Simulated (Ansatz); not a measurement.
# SiNCl (triplet): the correlation ladder, def2-TZVPP

The task here is to estimate one member of a computed series from the others.

The runs use Ansatz 0.2.0, Gaussian basis; def2-TZVPP, core rule «outside noble gas», up to 11 orbitals frozen.

To be run: UHF; ROHF; CCSD(T) on UHF.

2 further runs of the same task are left out: 2 set aside as unsound or not needed.

## The system

The geometry is a PBE0/def2-TZVP stationary point (not a proven minimum) of the parent state, kept for this charge and spin.

3 atoms, charge 0, spin multiplicity 3.

Atoms are counted from 1 here; the program's logs count them from 0.

Bond lengths: Cl1–Si2 2.010 Å, Si2–N3 1.558 Å. Angles: Cl1–Si2–N3 180.0°.

The first run:

Input file in.yaml:

```yaml
crystal:
  periodic: [false, false, false]
  atoms:
    - {symbol: Cl, position_ang: [0.000000, 0.000000, 1.859000]}
    - {symbol: Si, position_ang: [0.000000, 0.000000, -0.150500]}
    - {symbol: N, position_ang: [0.000000, 0.000000, -1.708500]}
basis:
  gaussian: {orbitals: def2-TZVPP}
magnetization: {spin_polarized: true, initial_magnetization: 2}
hamiltonian: {xc: hf}
output: {orbitals: {seedname: orbitals}}
```

Launch:

```sh
ansatz run in.yaml --threads 1 --pin off --events-out ev --progress --plain --max-ram 4096MiB --backend cpu
```

Steps of the session up to this table: UHF; ROHF; CCSD(T) on UHF.

One of the session's tables, all rows but one given; the rest of the session is left out.

| method | from UCCSD(T) (meV) |
| --- | --- |
| ROHF | ? |
| UHF | +13803.4 |
| UMP2 | +1546.6 |
| UCCSD | +714.3 |
| UCCSD(T) | 0 |

Q: Estimate the row for ROHF from the others.

**Answer.** from UCCSD(T) (meV): +13990.1. In the column «from UCCSD(T) (meV)» it is the highest.
